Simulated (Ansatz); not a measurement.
# AlH7OSi (built from SMILES [OH][AlH2].[SiH4]): a barrier at many levels of theory, part 3 of 3

Ansatz 0.2.0, Gaussian basis. Earlier steps stand in the parts before.

## (16) RPA on PBE/def2-TZVPP

The inputs:

r/in.yaml

```yaml
crystal:
  periodic: [false, false, false]
  atoms:
    - {symbol: Al, position_ang: [0.543631, -1.206075, -0.672957]}
    - {symbol: O, position_ang: [1.115703, -0.245231, -1.958847]}
    - {symbol: H, position_ang: [-1.020647, -1.460562, -0.657734]}
    - {symbol: H, position_ang: [1.564599, -2.006890, 0.240185]}
    - {symbol: H, position_ang: [0.398484, 0.256213, 0.814989]}
    - {symbol: Si, position_ang: [-0.890702, 1.012416, 1.024652]}
    - {symbol: H, position_ang: [2.047082, -0.093807, -2.108313]}
    - {symbol: H, position_ang: [-0.514133, 2.178820, 1.861153]}
    - {symbol: H, position_ang: [-1.417294, 1.443592, -0.286876]}
    - {symbol: H, position_ang: [-1.826721, 0.121523, 1.743846]}
basis:
  gaussian: {orbitals: def2-TZVPP}
hamiltonian: {xc: pbe}
correlation: {method: rpa}
```

ts/in.yaml

```yaml
crystal:
  periodic: [false, false, false]
  atoms:
    - {symbol: Al, position_ang: [0.208813, -1.217418, -0.429483]}
    - {symbol: O, position_ang: [1.077953, 0.005816, -1.518449]}
    - {symbol: H, position_ang: [-1.046616, -1.887877, -1.112736]}
    - {symbol: H, position_ang: [1.197684, -1.931092, 0.581442]}
    - {symbol: H, position_ang: [0.445340, 0.597905, -0.620695]}
    - {symbol: Si, position_ang: [-0.746572, 0.921582, 0.829200]}
    - {symbol: H, position_ang: [2.026773, 0.131173, -1.412755]}
    - {symbol: H, position_ang: [0.069181, 1.773916, 1.738049]}
    - {symbol: H, position_ang: [-1.850880, 1.736284, 0.255181]}
    - {symbol: H, position_ang: [-1.381676, -0.130289, 1.690345]}
basis:
  gaussian: {orbitals: def2-TZVPP}
hamiltonian: {xc: pbe}
correlation: {method: rpa}
```

p/in.yaml

```yaml
crystal:
  periodic: [false, false, false]
  atoms:
    - {symbol: Al, position_ang: [0.217488, -1.197968, -0.089056]}
    - {symbol: O, position_ang: [0.747730, 0.044879, -1.603840]}
    - {symbol: H, position_ang: [-0.694670, -2.278724, -0.816786]}
    - {symbol: H, position_ang: [1.700346, -1.609415, 0.348247]}
    - {symbol: H, position_ang: [0.496239, 0.952187, -1.382856]}
    - {symbol: Si, position_ang: [-0.870281, 0.634027, 1.167291]}
    - {symbol: H, position_ang: [1.690527, 0.036954, -1.802124]}
    - {symbol: H, position_ang: [-0.282938, 0.978455, 2.495151]}
    - {symbol: H, position_ang: [-0.655856, 1.879139, 0.332901]}
    - {symbol: H, position_ang: [-2.348585, 0.560467, 1.351171]}
basis:
  gaussian: {orbitals: def2-TZVPP}
hamiltonian: {xc: pbe}
correlation: {method: rpa}
```

One command serves all of them, each in its own folder.

On the command line:

```
ansatz run in.yaml --threads 2 --pin off --events-out ev --progress --plain --max-ram 4352MiB
```

r printed (excerpt; [...] marks lines left out):

```text
Functional definition: PBE
  name "PBE"
  cite "Perdew, Burke & Ernzerhof, Phys. Rev. Lett. 77, 3865 (1996) doi:10.1103/PhysRevLett.77.3865"
  parent pbe
[...]
1222 factors; integrals over basis functions are off by at most 1.6e-3 eV
[...]
mean field -16627.18024498 eV, -611.0376036955 hartree, gradient 2.9e-6 eV, S^2 0.000000; 0 other end points of the search recorded, 0 dependent functions left out
11 core orbitals not correlated: weight in the atoms' cores, before any rotation towards them, 1.000 or more for the frozen orbitals, at most 0.000 for the correlated occupied ones
reference -16594.10217431 eV, -609.8220070196 hartree; 10, 10 occupied and 192, 192 virtual orbitals, 1222 factors
Total energy: -16617.96635998 eV, -610.6989996671 hartree
```

Output in ts (excerpt; [...] marks lines left out):

```text
[... 4 set-up lines as earlier in the session ...]
[...]
1225 factors; integrals over basis functions are off by at most 9.1e-4 eV
[...]
mean field -16625.98736825 eV, -610.9937662843 hartree, gradient 3.5e-6 eV, S^2 0.000000; 0 other end points of the search recorded, 0 dependent functions left out
11 core orbitals not correlated: weight in the atoms' cores, before any rotation towards them, 1.000 or more for the frozen orbitals, at most 0.000 for the correlated occupied ones
reference -16591.86835827 eV, -609.7399157941 hartree; 10, 10 occupied and 192, 192 virtual orbitals, 1225 factors
Total energy: -16616.34440013 eV, -610.6393937419 hartree
```

Log of p (excerpt; [...] marks lines left out):

```text
[... 4 set-up lines as earlier in the session ...]
[...]
1226 factors; integrals over basis functions are off by at most 1.2e-3 eV
[...]
mean field -16626.66272984 eV, -611.0185853649 hartree, gradient 6.3e-6 eV, S^2 0.000000; 0 other end points of the search recorded, 0 dependent functions left out
11 core orbitals not correlated: weight in the atoms' cores, before any rotation towards them, 1.000 or more for the frozen orbitals, at most 0.000 for the correlated occupied ones
reference -16593.41306777 eV, -609.7966828212 hartree; 10, 10 occupied and 192, 192 virtual orbitals, 1226 factors
Total energy: -16617.28900179 eV, -610.6741072127 hartree
```

Wall times: 4.9 s (r), 5.5 s (ts), 5 s (p) on 2 threads of Arm Neoverse V1, shared host.

Barrier 156.5 kJ/mol; end less start +65.4 kJ/mol.

## (17) CCSD(T)/def2-TZVPP

Each input of step 16 (r, ts, p) changes in the same lines:

```diff
-hamiltonian: {xc: pbe}
-correlation: {method: rpa}
+correlation: {method: ccsd_t}
```

The same command starts each run, in its folder.

On the command line:

```
ansatz run in.yaml --threads 2 --pin off --events-out ev --progress --plain --max-ram 4352MiB
```

Log of r (excerpt; [...] marks lines left out):

```text
Functional definition: HF
  name "HF"
  cite "Fock, Z. Phys. 61, 126 (1930) doi:10.1007/BF01340294"
[... 1 set-up line as earlier in the session ...]
[...]
1222 factors; integrals over basis functions are off by at most 1.6e-3 eV
[...]
mean field -16595.39806032 eV, -609.8696299519 hartree, gradient 1.9e-6 eV, S^2 0.000000; 0 other end points of the search recorded, 0 dependent functions left out
11 core orbitals not correlated: weight in the atoms' cores, before any rotation towards them, 1.000 or more for the frozen orbitals, at most 0.000 for the correlated occupied ones
reference -16595.39806032 eV, -609.8696299519 hartree; 10, 10 occupied and 192, 192 virtual orbitals, 1222 factors
second order -13.09868711 eV of doubles, -0.00000000 eV of singles
cycle   1  -13.85003167 eV  change   -7.5e-1 eV  update   8.9e-2
[...]
cycle   9  -14.36604442 eV  change   -2.3e-5 eV  update   2.1e-5
perturbative correction -0.41213910 eV, -0.0151458325 hartree
Total energy: -16610.17624383 eV, -610.4127181791 hartree
```

ts printed (excerpt; [...] marks lines left out):

```text
[... 4 set-up lines as earlier in the session ...]
[...]
1225 factors; integrals over basis functions are off by at most 9.1e-4 eV
[...]
mean field -16593.17774026 eV, -609.7880346949 hartree, gradient 5.8e-6 eV, S^2 0.000000; 0 other end points of the search recorded, 0 dependent functions left out
11 core orbitals not correlated: weight in the atoms' cores, before any rotation towards them, 1.000 or more for the frozen orbitals, at most 0.000 for the correlated occupied ones
reference -16593.17774026 eV, -609.7880346949 hartree; 10, 10 occupied and 192, 192 virtual orbitals, 1225 factors
second order -13.67042775 eV of doubles, -0.00000000 eV of singles
cycle   1  -14.31624102 eV  change   -6.5e-1 eV  update   9.3e-2
[...]
cycle  10  -14.84829414 eV  change    1.3e-5 eV  update   1.3e-5
perturbative correction -0.51440562 eV, -0.0189040580 hartree
Total energy: -16608.54044003 eV, -610.3526034979 hartree
```

Output in p (excerpt; [...] marks lines left out):

```text
[... 4 set-up lines as earlier in the session ...]
[...]
1226 factors; integrals over basis functions are off by at most 1.2e-3 eV
[...]
mean field -16594.60809111 eV, -609.8405991190 hartree, gradient 7.2e-6 eV, S^2 0.000000; 0 other end points of the search recorded, 0 dependent functions left out
11 core orbitals not correlated: weight in the atoms' cores, before any rotation towards them, 1.000 or more for the frozen orbitals, at most 0.000 for the correlated occupied ones
reference -16594.60809111 eV, -609.8405991190 hartree; 10, 10 occupied and 192, 192 virtual orbitals, 1226 factors
second order -13.13976061 eV of doubles, -0.00000000 eV of singles
cycle   1  -13.99333107 eV  change   -8.5e-1 eV  update   8.4e-2
[...]
cycle   9  -14.48322287 eV  change   -5.7e-6 eV  update   1.1e-5
perturbative correction -0.43105321 eV, -0.0158409133 hartree
Total energy: -16609.52236719 eV, -610.3886886556 hartree
```

They took 53 s (r), 54 s (ts), 52 s (p) on 2 threads of Arm Neoverse V1, shared host; peak memory 2.8 GiB.

Barrier 157.8 kJ/mol; end less start +63.1 kJ/mol.

## (18) MP2/def2-QZVPP

Each input of step 17 (r, ts, p) changes in the same lines:

```diff
-  gaussian: {orbitals: def2-TZVPP}
-correlation: {method: ccsd_t}
+  gaussian: {orbitals: "def2-QZVPP.json"}
+correlation: {method: mp2}
```

The basis file named in the input lies beside it (Basis Set Exchange, JSON).

Each run has its own folder and the same command.

On the command line:

```
ansatz run in.yaml --threads 2 --pin off --events-out ev --progress --plain --max-ram 4352MiB
```

r printed (excerpt; [...] marks lines left out):

```text
[... 4 set-up lines as earlier in the session ...]
[...]
2377 factors; integrals over basis functions are off by at most 1.0e-3 eV
[...]
mean field -16595.96658690 eV, -609.8905229185 hartree, gradient 2.6e-6 eV, S^2 0.000000; 0 other end points of the search recorded, 0 dependent functions left out
11 core orbitals not correlated: weight in the atoms' cores, before any rotation towards them, 1.000 or more for the frozen orbitals, at most 0.000 for the correlated occupied ones
reference -16595.96658690 eV, -609.8905229185 hartree; 10, 10 occupied and 386, 386 virtual orbitals, 2377 factors
second order -14.09253417 eV of doubles, -0.00000000 eV of singles
Total energy: -16610.05912107 eV, -610.4084139970 hartree
```

Output in ts (excerpt; [...] marks lines left out):

```text
[... 4 set-up lines as earlier in the session ...]
[...]
2388 factors; integrals over basis functions are off by at most 8.7e-4 eV
[...]
mean field -16593.73707978 eV, -609.8085900430 hartree, gradient 1.2e-6 eV, S^2 0.000000; 0 other end points of the search recorded, 0 dependent functions left out
11 core orbitals not correlated: weight in the atoms' cores, before any rotation towards them, 1.000 or more for the frozen orbitals, at most 0.000 for the correlated occupied ones
reference -16593.73707978 eV, -609.8085900430 hartree; 10, 10 occupied and 386, 386 virtual orbitals, 2388 factors
second order -14.67863714 eV of doubles, -0.00000000 eV of singles
Total energy: -16608.41571692 eV, -610.3480200083 hartree
```

Output in p (excerpt; [...] marks lines left out):

```text
[... 4 set-up lines as earlier in the session ...]
[...]
2385 factors; integrals over basis functions are off by at most 1.1e-3 eV
[...]
mean field -16595.15398979 eV, -609.8606605253 hartree, gradient 9.2e-7 eV, S^2 0.000000; 0 other end points of the search recorded, 0 dependent functions left out
11 core orbitals not correlated: weight in the atoms' cores, before any rotation towards them, 1.000 or more for the frozen orbitals, at most 0.000 for the correlated occupied ones
reference -16595.15398979 eV, -609.8606605253 hartree; 10, 10 occupied and 386, 386 virtual orbitals, 2385 factors
second order -14.14077688 eV of doubles, -0.00000000 eV of singles
Total energy: -16609.29476667 eV, -610.3803244906 hartree
```

Times: 19 s (r), 20 s (ts), 19 s (p) on 2 threads of Arm Neoverse V1, shared host; peak memory 1.9 GiB.

This gives 158.6 kJ/mol for the barrier and +73.7 kJ/mol for the step.

## (19) Vibrations of the start structure

File vib-r/in.yaml:

```yaml
crystal:
  periodic: [false, false, false]
  atoms:
    - {symbol: Al, position_ang: [0.543631, -1.206075, -0.672957]}
    - {symbol: O, position_ang: [1.115703, -0.245231, -1.958847]}
    - {symbol: H, position_ang: [-1.020647, -1.460562, -0.657734]}
    - {symbol: H, position_ang: [1.564599, -2.006890, 0.240185]}
    - {symbol: H, position_ang: [0.398484, 0.256213, 0.814989]}
    - {symbol: Si, position_ang: [-0.890702, 1.012416, 1.024652]}
    - {symbol: H, position_ang: [2.047082, -0.093807, -2.108313]}
    - {symbol: H, position_ang: [-0.514133, 2.178820, 1.861153]}
    - {symbol: H, position_ang: [-1.417294, 1.443592, -0.286876]}
    - {symbol: H, position_ang: [-1.826721, 0.121523, 1.743846]}
basis:
  gaussian: {orbitals: def2-TZVP}
hamiltonian: {xc: pbe0, dispersion: d4}
phonons: {temperatures: {t_min: 298.15, t_max: 900, t_step: 200}}
```

On the command line:

```
ansatz run in.yaml --threads 2 --pin off --events-out ev --progress --plain --max-ram 4352MiB
```

The program printed (excerpt; [...] marks lines left out):

```text
[... 5 set-up lines as earlier in the session ...]
[...]
1006 factors; their error is unknown
[...]
mean field -16628.73535393 eV, -611.0947528953 hartree, gradient 3.8e-5 eV, S^2 0.000000; 0 other end points of the search recorded, 0 dependent functions left out
[...]
Atom 8 at    -1.417294     1.443592    -0.286876 Å, force     0.000503    -0.000096     0.000801 eV/Å
Atom 9 at    -1.826721     0.121523     1.743846 Å, force     0.000301     0.000618    -0.000123 eV/Å
Dipole moment:     0.076622     0.232747     0.254022 e Å
Vibrations: 47.27 113.34 140.53 223.84 273.90 359.61 432.91 500.40 636.02 676.81 754.10 845.00 888.55 896.53 923.80 950.20 1035.20 1918.24 1926.20 2106.85 2244.13 2272.95 2287.15 3962.44 cm⁻¹, zero-point energy 1.637582 eV
```

It took 1.8 min on 2 threads of Arm Neoverse V1, shared host.

The modes, with what each moves most:

| mode | wavenumber (cm⁻¹) | character |
| --- | --- | --- |
| 1 | 47 | not assigned (largely outside the bonds, angles and torsions drawn) |
| 2 | 113 | not assigned (largely outside the bonds, angles and torsions drawn) |
| 3 | 141 | not assigned (largely outside the bonds, angles and torsions drawn) |
| 4 | 224 | not assigned (largely outside the bonds, angles and torsions drawn) |
| 5 | 274 | not assigned (largely outside the bonds, angles and torsions drawn) |
| 6 | 360 | torsion |
| 7 | 433 | not assigned (largely outside the bonds, angles and torsions drawn) |
| 8 | 500 | bend |
| 9 | 636 | out-of-plane bend with torsion |
| 10 | 677 | bend |
| 11 | 754 | bend |
| 12 | 845 | Al–O stretch |
| 13 | 889 | bend |
| 14 | 897 | bend |
| 15 | 924 | bend |
| 16 | 950 | bend |
| 17 | 1035 | bend |
| 18 | 1918 | Al–H stretch |
| 19 | 1926 | Al–H stretch |
| 20 | 2107 | Si–H stretch |
| 21 | 2244 | Si–H stretch |
| 22 | 2273 | Si–H stretch |
| 23 | 2287 | Si–H stretch |
| 24 | 3962 | O–H stretch |

Vibrational sums (real modes only):

| T (K) | entropy (J/mol/K) | heat capacity (J/mol/K) |
| --- | --- | --- |
| 298 | 78.8 | 79.6 |
| 498 | 128.3 | 113.4 |
| 698 | 170.3 | 135.4 |
| 898 | 206.4 | 150.7 |

Modes under 50 cm⁻¹ weigh heavily in the entropy, and the harmonic picture is poor for them.

## (20) Vibrations of the end structure

File vib-p/in.yaml:

```yaml
crystal:
  periodic: [false, false, false]
  atoms:
    - {symbol: Al, position_ang: [0.217488, -1.197968, -0.089056]}
    - {symbol: O, position_ang: [0.747730, 0.044879, -1.603840]}
    - {symbol: H, position_ang: [-0.694670, -2.278724, -0.816786]}
    - {symbol: H, position_ang: [1.700346, -1.609415, 0.348247]}
    - {symbol: H, position_ang: [0.496239, 0.952187, -1.382856]}
    - {symbol: Si, position_ang: [-0.870281, 0.634027, 1.167291]}
    - {symbol: H, position_ang: [1.690527, 0.036954, -1.802124]}
    - {symbol: H, position_ang: [-0.282938, 0.978455, 2.495151]}
    - {symbol: H, position_ang: [-0.655856, 1.879139, 0.332901]}
    - {symbol: H, position_ang: [-2.348585, 0.560467, 1.351171]}
basis:
  gaussian: {orbitals: def2-TZVP}
hamiltonian: {xc: pbe0, dispersion: d4}
phonons: {temperatures: {t_min: 298.15, t_max: 900, t_step: 200}}
```

On the command line:

```
ansatz run in.yaml --threads 2 --pin off --events-out ev --progress --plain --max-ram 4352MiB
```

The program printed (excerpt; [...] marks lines left out):

```text
[... 5 set-up lines as earlier in the session ...]
[...]
1006 factors; their error is unknown
[...]
mean field -16628.19515928 eV, -611.0749011080 hartree, gradient 7.1e-5 eV, S^2 0.000000; 0 other end points of the search recorded, 0 dependent functions left out
[...]
Atom 8 at    -0.655856     1.879139     0.332901 Å, force     0.000012     0.000033    -0.000001 eV/Å
Atom 9 at    -2.348585     0.560467     1.351171 Å, force    -0.000119     0.000019     0.000133 eV/Å
Dipole moment:     0.465510     0.448293    -0.539894 e Å
Vibrations: 58.75 110.79 189.97 306.17 367.50 375.17 395.79 420.32 511.10 534.61 579.75 730.43 761.40 890.01 931.47 945.79 1619.82 1863.28 1901.33 2074.52 2194.83 2201.61 3763.89 3883.02 cm⁻¹, zero-point energy 1.711683 eV
```

Run time: 1.8 min. Hardware: 2 threads of Arm Neoverse V1, shared host.

Wavenumbers and character of the modes:

| mode | wavenumber (cm⁻¹) | character |
| --- | --- | --- |
| 1 | 59 | torsion |
| 2 | 111 | bend |
| 3 | 190 | torsion |
| 4 | 306 | bend with torsion |
| 5 | 368 | Al–O stretch |
| 6 | 375 | Al–Si and Al–O stretch |
| 7 | 396 | bend with torsion |
| 8 | 420 | bend with torsion |
| 9 | 511 | bend with torsion |
| 10 | 535 | bend with torsion |
| 11 | 580 | bend with torsion |
| 12 | 730 | bend with torsion |
| 13 | 761 | bend with torsion |
| 14 | 890 | bend |
| 15 | 931 | bend with torsion |
| 16 | 946 | bend with torsion |
| 17 | 1620 | bend |
| 18 | 1863 | Al–H stretch |
| 19 | 1901 | Al–H stretch |
| 20 | 2075 | Si–H stretch |
| 21 | 2195 | Si–H stretch |
| 22 | 2202 | Si–H stretch |
| 23 | 3764 | O–H stretch |
| 24 | 3883 | O–H stretch |

Vibrational sums (real modes only):

| T (K) | entropy (J/mol/K) | heat capacity (J/mol/K) |
| --- | --- | --- |
| 298 | 75.3 | 83.2 |
| 498 | 126.0 | 114.4 |
| 698 | 168.0 | 134.4 |
| 898 | 203.7 | 148.8 |

## (21) All levels side by side

The basis limit takes Hartree-Fock with exponent 7.88 and MP2 correlation with exponent 2.97 from the triple- and quadruple-zeta runs, and adds the coupled-cluster step over MP2 from triple zeta. Where a quadruple-zeta run was CCSD(T), only its Hartree-Fock and MP2 parts are used.

Rows are in def2-TZVPP; times add the 3 runs of a level on a shared host, so small differences are noise.

The saddle's own vibrations were run with its search: 1259i cm⁻¹, zero-point energy 1.570 eV.

The barrier:

Differences are taken before rounding.

| method | rung | barrier (kJ/mol) | from CCSD(T)/CBS (kJ/mol) | time |
| --- | --- | --- | --- | --- |
| SPW92 | LDA | 92.8 | -63.6 | 4.1 s |
| PBE-D4 | GGA | 114.4 | -42.1 | 6.8 s |
| BLYP-D4 | GGA | 140.8 | -15.6 | 7.3 s |
| r2SCAN-D4 | meta-GGA | 131.0 | -25.5 | 14 s |
| B97M-V | meta-GGA | 144.6 | -11.8 | 30 s |
| PBE0-D4 | hybrid | 130.2 | -26.3 | 9.4 s |
| B3LYP-D4 | hybrid | 151.3 | -5.2 | 8.3 s |
| r2SCAN0-D4 | hybrid | 142.2 | -14.2 | 17 s |
| BHLYP-D4 | hybrid | 171.4 | +14.9 | 8.5 s |
| CAM-B3LYP-D4 | range-separated hybrid | 156.9 | +0.5 | 9.8 s |
| wB97X-V | range-separated hybrid | 153.0 | -3.4 | 28 s |
| wB97M-V | range-separated hybrid | 154.8 | -1.6 | 31 s |
| B2PLYP | double hybrid | 157.6 | +1.2 | 17 s |
| PBE-QIDH | double hybrid | 147.9 | -8.5 | 17 s |
| RPA on PBE | RPA | 156.5 | +0.1 | 15 s |
| Hartree-Fock | wavefunction | 214.2 | +57.8 |  |
| MP2 | wavefunction | 159.1 | +2.6 |  |
| CCSD | wavefunction | 167.7 | +11.3 |  |
| CCSD(T) | wavefunction | 157.8 | +1.4 | 2.6 min |
| CCSD(T)/CBS |  | 156.4 | 0 | 3.6 min |

Among the levels timed on like hardware and quicker than the yardstick, those that no quicker one beats, quickest first: SPW92 (4.1 s, -63.6 kJ/mol); PBE-D4 (6.8 s, -42.1 kJ/mol); BLYP-D4 (7.3 s, -15.6 kJ/mol); B3LYP-D4 (8.3 s, -5.2 kJ/mol); CAM-B3LYP-D4 (9.8 s, +0.5 kJ/mol); RPA on PBE (15 s, +0.1 kJ/mol).

RPA on PBE reaches 0.1 kJ/mol from the reference in 15 s, where CCSD(T)/CBS took 3.6 min; the quickest level in the cost chart, SPW92, takes 4.1 s and misses by 63.6 kJ/mol.

The step energy:

Differences are taken before rounding.

| method | rung | step energy (kJ/mol) | from CCSD(T)/CBS (kJ/mol) |
| --- | --- | --- | --- |
| SPW92 | LDA | 40.2 | -24.2 |
| PBE-D4 | GGA | 49.6 | -14.8 |
| BLYP-D4 | GGA | 71.8 | +7.4 |
| r2SCAN-D4 | meta-GGA | 60.5 | -3.9 |
| B97M-V | meta-GGA | 59.9 | -4.5 |
| PBE0-D4 | hybrid | 48.5 | -15.8 |
| B3LYP-D4 | hybrid | 69.0 | +4.7 |
| r2SCAN0-D4 | hybrid | 58.2 | -6.2 |
| BHLYP-D4 | hybrid | 69.4 | +5.1 |
| CAM-B3LYP-D4 | range-separated hybrid | 69.5 | +5.1 |
| wB97X-V | range-separated hybrid | 61.6 | -2.7 |
| wB97M-V | range-separated hybrid | 66.7 | +2.3 |
| B2PLYP | double hybrid | 71.2 | +6.9 |
| PBE-QIDH | double hybrid | 56.6 | -7.8 |
| RPA on PBE | RPA | 65.4 | +1.0 |
| Hartree-Fock | wavefunction | 76.2 | +11.9 |
| MP2 | wavefunction | 72.3 | +7.9 |
| CCSD | wavefunction | 64.9 | +0.5 |
| CCSD(T) | wavefunction | 63.1 | -1.3 |
| CCSD(T)/CBS |  | 64.4 | 0 |

## (22) Results

What follows sums up all 3 parts.

| quantity | value |
| --- | --- |
| barrier, CCSD(T)/CBS | 156.4 kJ/mol |
| reverse barrier, CCSD(T)/CBS | 92.1 kJ/mol |
| step energy, CCSD(T)/CBS | +64.4 kJ/mol |
| barrier with zero-point energy | 149.9 kJ/mol |
| step energy with zero-point energy | +71.5 kJ/mol |
| imaginary mode at the saddle | 1259i cm⁻¹ |
| largest T1 diagnostic | 0.013 |

What this shows: The functionals run from CAM-B3LYP-D4, off by +0.5 kJ/mol, to SPW92, off by -63.6 kJ/mol, against CCSD(T)/CBS. Mean unsigned error by rung: LDA 63.6, GGA 28.8, meta-GGA 18.6, hybrid 15.1, range-separated hybrid 1.8, double hybrid 4.9 kJ/mol. PBE-D4 gives a barrier 42.1 kJ/mol too low, outside chemical accuracy (1 kcal/mol, 4.2 kJ/mol). Every functional without exact exchange puts the barrier too low, the usual mark of self-interaction error, which favours the spread-out density of a saddle. The barrier rises with the share of exact exchange, from BLYP-D4 through B3LYP-D4 to BHLYP-D4 (-15.6, -5.2, +14.9 kJ/mol). Hartree-Fock, with no correlation, is off by +57.8 kJ/mol. Zero-point motion lowers the barrier by 6.5 kJ/mol.
